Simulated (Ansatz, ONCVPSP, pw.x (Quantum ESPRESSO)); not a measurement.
## Equation-of-state test of one ONCV potential (gallium)

ONCVPSP 4.0.1.1 (patched build) input, shortened (lines: element, Z, core and valence counts, functional; n l f; lmax; l rc ep ncon nbas qcut; lloc lpopt rc5 dvloc0; l nproj debl; icmod fcfact rcfact), LDA (Perdew-Wang 92), scalar-relativistic:

```
  Ga 31.00    6    2  -001012      upf
    1    0    2.00
    2    0    2.00
    2    1    6.00
    3    0    2.00
    3    1    6.00
    3    2   10.00
    4    0    2.00
    4    1    1.00
    2
    0    1.55    0.00    4    9    3.40
    1    2.65    0.00    4    9    3.10
    2    2.10    0.41    3    7    4.30
    4    5    1.45    0.00
    0    2    2.20
    1    1    0.70
    2    2    2.40
    3    5.00    1.75
```

Atomic tests: cutoffs needed: 11 Ha and 32 Ha (the cutoffs (Ha) at which the residual kinetic energy of the hardest occupied pseudo-wave falls to 1 and 0.1 mHa per electron) The cutoffs count occupied waves only; projector 2 of the d channel, the hardest unoccupied one, needs 92 Ha at the loose tolerance.; ghost test: no bound ghost flagged; GHOST(+) flagged for s at 93.4 eV; largest excitation error: -517 meV (all-electron minus pseudo) for 4s1 4p0, out of 4 test configurations.

Crystal test: sc Ga in pw.x 7.5, no spin, 12³ k-points, Fermi–Dirac smearing 0.01 Ry, cutoffs 75/300 Ry. The lattice is a test structure that the element need not adopt, and mesh and smearing are coarse.

pw.x input:

```
&control
  calculation='scf', prefix='x', pseudo_dir='./', outdir='./tmp', tstress=.true., disk_io='none'
/
&system
  ibrav=0, nat=1, ntyp=1, ecutwfc=75, ecutrho=300, nbnd=8,
  occupations='smearing', smearing='fd', degauss=0.01
/
&electrons
  conv_thr=1e-09, mixing_beta=0.4, electron_maxstep=70
/
ATOMIC_SPECIES
Ga 1.0 Ga.UPF
CELL_PARAMETERS angstrom
  2.63483686 0.00000000 0.00000000
  0.00000000 2.63483686 0.00000000
  0.00000000 0.00000000 2.63483686
ATOMIC_POSITIONS crystal
Ga 0.0000 0.0000 0.0000
K_POINTS automatic
12 12 12 0 0 0
```

```bash
pw.x < Ga.scf.in > Ga.scf.out
```

How does the run end?

It converges; the pressure is 4.35 GPa against -0.33 GPa from all-electron LAPW. The largest radius (2.65 bohr) exceeds half the bond length (2.49 bohr), so the spheres overlap, which is one possible source of error among others. This is a poor potential for the solid. The log shows:

```
     lattice parameter (alat)  =       4.9791  a.u.
     unit-cell volume          =     123.4405 (a.u.)^3
     number of electrons       =         3.00
     number of Kohn-Sham states=            8
     kinetic-energy cutoff     =      75.0000  Ry
     charge density cutoff     =     300.0000  Ry
     scf convergence threshold =      1.0E-09
     Exchange-correlation= SLA  PW   NOGX NOGC
     number of k points=    84  Fermi-Dirac smearing, width (Ry)=  0.0100
     iteration #  1     ecut=    75.00 Ry     beta= 0.40
     total energy              =      -7.23265766 Ry
     estimated scf accuracy    <       0.00151517 Ry
     iteration #  2     ecut=    75.00 Ry     beta= 0.40
     total energy              =      -7.23244766 Ry
     estimated scf accuracy    <       0.00047253 Ry
     iteration #  3     ecut=    75.00 Ry     beta= 0.40
     total energy              =      -7.23247839 Ry
     estimated scf accuracy    <       0.00000498 Ry
     iteration #  4     ecut=    75.00 Ry     beta= 0.40
     c_bands:  1 eigenvalues not converged
     total energy              =      -7.23248013 Ry
     estimated scf accuracy    <       0.00000004 Ry
     iteration #  5     ecut=    75.00 Ry     beta= 0.40
     total energy              =      -7.23248019 Ry
     estimated scf accuracy    <          5.2E-09 Ry
     iteration #  6     ecut=    75.00 Ry     beta= 0.40
     the Fermi energy is     6.0428 ev
!    total energy              =      -7.23248019 Ry
     estimated scf accuracy    <          6.5E-10 Ry
     smearing contrib. (-TS)   =      -0.00174501 Ry
     The total energy is F=E-TS. E is the sum of the following terms:
     one-electron contribution =       2.86902626 Ry
     hartree contribution      =       0.05323000 Ry
     xc contribution           =      -5.02443919 Ry
     ewald contribution        =      -5.12855225 Ry
     convergence has been achieved in   6 iterations
          total   stress  (Ry/bohr**3)                   (kbar)     P=       43.46
     Message from routine punch:
     Nothing written, as per user request (disk_io='none')
```
